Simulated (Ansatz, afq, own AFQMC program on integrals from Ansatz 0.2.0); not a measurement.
## Where AFQMC and coupled cluster stand for AlNH2⁺, doublet

```yaml
atoms:
  - { symbol: Al, position_ang: [0.0000, 0.0000, 0.6865] }
  - { symbol: N, position_ang: [0.0000, 0.0000, -1.0849] }
  - { symbol: H, position_ang: [0.0000, 0.8334, -1.6498] }
  - { symbol: H, position_ang: [0.0000, -0.8334, -1.6498] }
```

Connectivity, by distances: Al–NH2.

Basis cc-pVDZ. Noble-gas cores (and the filled d shells of Ga–Kr and In–Xe) are frozen. Integrals, coupled cluster, full CI and functionals: Ansatz 0.2.0; the random walks run on the same integrals in our own AFQMC program. The CISD trial takes its coefficients from CCSD amplitudes. Released means that phaseless walkers are propagated on without the constraint, phases kept. Uncertainties: one standard error, sampling alone.

Determinant: UHF, the one that the program's search chose, which needn't be the lowest solution. The geometry is a PBE0/def2-TZVP stationary point of this or a neighbouring charge and spin state.

No full CI on the walks' own integrals is used here; CCSDT(Q) serves as the reference and is uncertain by about the last step of the cluster series.

* T1 diagnostic: 0.0214
* weight of the determinant in the CISD state: 0.914
* ⟨S²⟩ of the determinant: 0.755
* size of the correlated space: 9 electrons in 36 orbitals

```tsv
level	correlation energy (eV)
MP2	-5.4558
CCSD	-5.8252
CCSD(T)	-5.9949
```

Task: Estimate where AFQMC with the constraint released lies against CCSD(T) on the same integrals.

Result: 1.26 ± 0.16 mEh below CCSD(T).

Reference: CCSDT(Q), correlation energy -6.030 eV. The released energy is read at 2.40 1/Eh (meV from the phaseless value at times in 1/Eh: 6 ± 7 at 0.24, 7 ± 6 at 0.51, 5 ± 5 at 0.99, -1 ± 4 at 1.62, 0 ± 4 at 2.40).

```tsv
level	E − E(reference) (mEh)	share of correlation (%)
CCSD(T)	1.27	99.43
CCSDT	0.68	99.69
ph-AFQMC/HF	0.46 ± 0.83	99.79
ph-AFQMC/CISD	0.01 ± 0.17	100.00
released AFQMC	0.01 ± 0.16	100.00
```

A walk keeps the symmetry of its determinant, which the program's search chose and which needn't be the lowest solution, so a lower state of the same spin and another symmetry isn't excluded. Released energies are given only where the last usable release times agree within the noise; a slower fall can still hide under it.
